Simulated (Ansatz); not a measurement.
Results of PBE-D3(BJ) in Ansatz (plane waves, PAW) for rutile CrO2.

Settings: plane-wave cutoff 520 eV, 12×12×18 k mesh (along the axes of the cell as run), Fermi–Dirac smearing 0.05 eV, spin-polarised with parallel moments, scalar-relativistic PAW data made under PBE.

Energies at three volumes about the minimum:

| V (Å³/atom) | E − E_lowest (meV/atom) |
|---|---|
| 9.294 | 2.97 |
| 9.484 | 0.00 |
| 9.673 | 2.74 |

Q: Fit a parabola by hand: where is the minimum, and what is the bulk modulus?

A: Slopes: (0.00 − 2.97)/(9.484 − 9.294) = -15.632 and (2.74 − 0.00)/(9.673 − 9.484) = 14.497 meV/Å³. Curvature E″ = 2 × (14.497 − (-15.632))/(9.673 − 9.294) = 158.992 meV/Å⁶. From the middle of the first interval, the slope vanishes at V0 = 9.3890 − (-15.632)/158.992 = 9.487 Å³/atom. B = V0 E″ = 9.487 × 158.992 meV/Å³ × 0.1602 GPa per meV/Å³ = 242 GPa. The full Birch–Murnaghan fit to all volumes gives V0 = 9.484 Å³/atom and B0 = 240 GPa.

Shape and atoms are relaxed at each volume.

Measured, for comparison: bulk modulus 242 ± 2 GPa (temperature not stated, no zero-point or thermal correction, equation of state from high-pressure X-ray diffraction; as tabulated in Datta et al. (2023), arXiv:2307.04584). Computed (rounded) less measured: bulk modulus -0.8 % (inside the measured uncertainty).

Note: the bulk modulus comes from volumes at which shape and atoms were relaxed.

Ansatz is a program for electronic structure.
